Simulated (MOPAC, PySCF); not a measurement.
Bond stretch in CS, singlet.

Methods: PM7, restricted, heats of formation (MOPAC); UKS-B3LYP/6-311+G** = unrestricted B3LYP/6-311+G**, spherical d (PySCF); PM3, restricted, heats of formation (MOPAC); UCCSD(T) = CCSD(T) on UHF/cc-pVTZ, 6 core orbitals frozen in PySCF.

Energies relative to the lowest point of each curve near equilibrium, in mEh; the last columns give the difference from UCCSD(T):

```csv
R / Å,PM7,UKS-B3LYP/6-311+G**,PM3,UCCSD(T),PM7 − UCCSD(T),UKS-B3LYP/6-311+G** − UCCSD(T),PM3 − UCCSD(T)
1.23,86.7,177.8,52.1,184.5,-97.9,-6.8,-132.4
1.31,39.8,82.5,17.9,87.5,-47.7,-5.1,-69.6
1.36,20.9,45.5,6.4,49.4,-28.5,-3.9,-43.0
1.43,5.3,14.6,0.0,16.9,-11.6,-2.3,-16.9
1.47,1.1,5.4,0.2,6.8,-5.7,-1.4,-6.6
1.53,0.0,0.0,4.5,0.0,0.0,0.0,4.4
1.57,2.1,0.8,9.5,0.0,2.1,0.8,9.5
1.63,8.6,7.0,19.7,5.1,3.5,1.9,14.5
1.69,18.3,17.4,32.5,15.6,2.7,1.8,16.9
1.79,39.3,40.8,58.4,38.5,0.8,2.3,19.9
1.91,70.0,73.8,94.5,69.9,0.1,3.9,24.6
2.05,109.9,113.3,140.1,108.9,0.9,4.3,31.2
2.30,181.9,169.5,221.5,175.1,6.9,-5.5,46.5
2.53,236.4,204.4,287.9,216.0,20.4,-11.6,71.9
2.77,273.4,228.6,342.0,242.0,31.4,-13.4,100.0
3.07,301.1,244.5,382.0,251.4,49.6,-6.9,130.6
3.35,315.7,251.5,401.9,254.5,61.2,-3.0,147.5
3.71,325.2,255.7,415.8,256.2,69.0,-0.5,159.6
4.17,329.7,257.8,423.9,257.2,72.5,0.6,166.7
4.58,330.9,258.5,427.0,257.7,73.2,0.8,169.3
5.38,331.5,258.8,429.2,258.1,73.4,0.8,171.2
6.12,331.6,258.9,429.5,258.2,73.5,0.7,171.3
```

PM7 is furthest from UCCSD(T) at 1.23 (-97.9 mEh, below); its mean absolute difference over the points is 33.3 mEh.

UKS-B3LYP/6-311+G** is furthest from UCCSD(T) at 2.77 (-13.4 mEh, below); its mean absolute difference over the points is 3.6 mEh.

PM3 is furthest from UCCSD(T) at 6.12 (171.3 mEh, above); its mean absolute difference over the points is 78.4 mEh.

The restricted form behind PM7, PM3 keeps the bonding electrons paired and can't separate into open-shell fragments. The unrestricted determinant behind UKS-B3LYP/6-311+G** is spin-contaminated at 2.05 to 6.12 Å (<S²> up to 2.0, against 0.00 for a pure singlet). The unrestricted solution behind UCCSD(T) changes between 2.30 and 2.53 Å, which can leave a kink. The unrestricted determinant behind UCCSD(T) is spin-contaminated at 1.63 to 6.12 Å (<S²> up to 2.0, against 0.00 for a pure singlet).
